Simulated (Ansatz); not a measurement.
**AlH₂O radical: basis-set convergence**

The task here is to estimate one member of a computed series from the others.

Computed with Ansatz 0.2.0, Gaussian basis. Level: one geometry, several basis sets.

Levels to be run: PBE0-D4/def2-SVP; ωB97M-V/def2-SVP; PBE0-D4/def2-QZVPP; ωB97M-V/def2-QZVPP; CCSD(T)/cc-pV(D+d)Z; CCSD(T)/cc-pV(T+d)Z; CCSD(T)/cc-pV(Q+d)Z; the functionals' def2-TZVPP values are taken from earlier runs.

### The relaxed structure

All runs share one geometry, relaxed beforehand with PBE0-D4 in a triple-zeta def2 set.

SMILES `[O][AlH2]`, 4 atoms, charge 0, spin multiplicity 2.

Atoms are counted from 1 here; the program's logs count them from 0.

Bond lengths: O1–Al2 1.727 Å, Al2–H3 1.578 Å, Al2–H4 1.578 Å. Angles: O1–Al2–H3 115.8°, O1–Al2–H4 115.8°, H3–Al2–H4 128.3°.

Set-up of the first run:

File in.yaml:

```yaml
crystal:
  periodic: [false, false, false]
  atoms:
    - {symbol: O, position_ang: [0.062590, -0.856281, 1.401414]}
    - {symbol: Al, position_ang: [0.011258, 0.029944, -0.080399]}
    - {symbol: H, position_ang: [-1.149571, -0.360807, -1.076020]}
    - {symbol: H, position_ang: [1.131123, 1.126844, -0.265295]}
basis:
  gaussian: {orbitals: def2-SVP}
magnetization: {spin_polarized: true, initial_magnetization: 1}
hamiltonian: {xc: pbe0, dispersion: d4}
output: {orbitals: {seedname: orbitals}}
```

Steps of the session up to this table: PBE0-D4 in def2-SVP; ωB97M-V in def2-SVP; PBE0-D4 in def2-QZVPP; ωB97M-V in def2-QZVPP.

One table of the session follows, with a row left open; its other results are not shown here.

It belongs to the step «Density functionals: the series». 

```
functional       basis  HOMO (eV)  LUMO (eV)
   PBE0-D4    def2-SVP          ?          ?
   PBE0-D4  def2-TZVPP      -9.02      -4.22
   PBE0-D4  def2-QZVPP      -9.03      -4.25
   ωB97M-V    def2-SVP     -11.08      -1.79
   ωB97M-V  def2-TZVPP     -11.18      -2.02
   ωB97M-V  def2-QZVPP     -11.20      -2.07
```

Q: Estimate the row for PBE0-D4, def2-SVP from the others.

As computed: HOMO (eV): -8.85; LUMO (eV): -4.08. In the column «HOMO (eV)» it is the highest.
